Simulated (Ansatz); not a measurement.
The inner images of a band of AlH4N + H3P (10 atoms, charge 0, multiplicity 1) are given out of order.

The calculation used RKS BLYP/6-31G* in Ansatz.

Image 0:

```xyz
10
Properties=species:S:1:pos:R:3
Al -0.236 -0.441 -0.041
H -0.452 -0.981 1.443
H 1.138 0.119 -0.624
N -1.644 -0.491 -1.152
H -2.573 -0.833 -0.902
H -1.632 -0.183 -2.125
P -0.329 3.427 1.893
H -1.332 3.001 0.954
H -0.449 2.230 2.679
H 0.746 2.893 1.103
```

Image 6:

```xyz
10
Properties=species:S:1:pos:R:3
Al -0.304 1.060 -0.800
H 0.325 -1.042 3.498
H 1.157 0.508 -1.127
N -1.692 0.025 -1.272
H -1.592 -0.887 -1.722
H -2.680 0.237 -1.125
P -0.682 3.237 0.052
H -1.812 2.861 0.860
H 0.260 3.077 1.128
H 0.256 -0.335 3.736
```

Task: Put them in order from the first end to the last, with their energies above the first end.
A.
```xyz
10
Properties=species:S:1:pos:R:3
Al -0.149 -0.558 -0.111
H -0.428 -1.134 1.350
H 1.259 -0.025 -0.634
N -1.524 -0.519 -1.262
H -2.473 -0.832 -1.052
H -1.468 -0.181 -2.224
P -0.365 3.524 1.556
H -1.707 3.020 1.656
H -0.053 3.165 2.912
H 0.143 2.281 1.038
```
B.
```xyz
10
Properties=species:S:1:pos:R:3
Al -0.243 0.897 -0.527
H 0.048 -0.589 2.752
H 1.203 0.247 -0.707
N -1.645 -0.046 -1.133
H -1.564 -0.978 -1.544
H -2.624 0.240 -1.100
P -0.566 3.102 0.278
H -1.710 2.774 1.087
H 0.364 2.939 1.363
H -0.026 0.155 2.758
```
C.
```xyz
10
Properties=species:S:1:pos:R:3
Al -0.148 0.319 -0.079
H -0.455 -0.150 1.570
H 1.403 0.266 -0.378
N -1.497 -0.307 -1.097
H -2.386 -0.618 -0.702
H -1.643 -0.003 -2.062
P -0.441 2.695 0.848
H -1.602 2.743 1.689
H 0.509 2.853 1.911
H -0.502 0.941 1.527
```
D.
```xyz
10
Properties=species:S:1:pos:R:3
Al -0.190 0.762 -0.303
H -0.289 -0.263 1.984
H 1.280 0.146 -0.343
N -1.570 -0.123 -1.053
H -1.781 -1.115 -0.957
H -2.335 0.330 -1.550
P -0.504 2.992 0.509
H -1.533 2.646 1.457
H 0.543 2.881 1.493
H -0.384 0.485 1.992
```
E.
```xyz
10
Properties=species:S:1:pos:R:3
Al -0.068 -0.369 -0.110
H -0.315 -0.920 1.366
H 1.330 0.186 -0.634
N -1.459 -0.439 -1.238
H -2.387 -0.785 -0.988
H -1.458 -0.086 -2.196
P -0.544 2.935 1.183
H -1.740 3.181 1.939
H 0.320 3.445 2.209
H -0.443 1.593 1.699
```

Result: A (+1.4 kJ/mol), E (+6.6 kJ/mol), C (+115.4 kJ/mol), D (+11.3 kJ/mol), B (-18.5 kJ/mol).

The run took 2.3 min on 2 threads of Arm Neoverse V1, on a shared host, peak memory 0.094 GiB.
